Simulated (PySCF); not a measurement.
Molecule (SMILES): ClCCl.
Geometry (B3LYP-D3(BJ)/def2-TZVP, fixed):
```
C
H 1 1.0832
H 1 1.0832 2 111.91
Cl 1 1.7804 2 108.02 3 118.77
Cl 1 1.7804 2 108.02 3 -118.77
```

Basis-set convergence of the mean static polarisability at PBE with PySCF. All functions are spherical. Density fitting with generated auxiliary sets. In sets without p functions on hydrogen, species with hydrogen take exact integrals. No added dispersion term, no relativity. Reference: the value in aug-pcseg-2, 45.29 bohr³, itself unsure by roughly 0.3 % (its distance from aug-cc-pV(T+d)Z). Deviations are taken from unrounded values.

```json
[
 {"basis": "STO-3G", "functions": "25", "mean static polarisability (bohr³)": "13.06", "minus reference (%)": "-71.2"},
 {"basis": "3-21G", "functions": "39", "mean static polarisability (bohr³)": "25.57", "minus reference (%)": "-43.5"},
 {"basis": "6-31G", "functions": "39", "mean static polarisability (bohr³)": "26.80", "minus reference (%)": "-40.8"},
 {"basis": "6-31G*", "functions": "54", "mean static polarisability (bohr³)": "29.65", "minus reference (%)": "-34.5"},
 {"basis": "6-31G**", "functions": "60", "mean static polarisability (bohr³)": "29.83", "minus reference (%)": "-34.1"},
 {"basis": "6-31+G*", "functions": "66", "mean static polarisability (bohr³)": "35.73", "minus reference (%)": "-21.1"},
 {"basis": "6-311G**", "functions": "82", "mean static polarisability (bohr³)": "31.05", "minus reference (%)": "-31.4"},
 {"basis": "6-311+G**", "functions": "94", "mean static polarisability (bohr³)": "36.33", "minus reference (%)": "-19.8"},
 {"basis": "6-311++G(2d,2p)", "functions": "117", "mean static polarisability (bohr³)": "40.37", "minus reference (%)": "-10.9"},
 {"basis": "6-311++G(3df,3pd)", "functions": "169", "mean static polarisability (bohr³)": "43.99", "minus reference (%)": "-2.9"}
]
```

Of the sets listed that have larger relatives (same family, alike in diffuse functions), none stays within 5 % of the reference together with them. Inside, with no larger relative to test it: 6-311++G(3df,3pd).
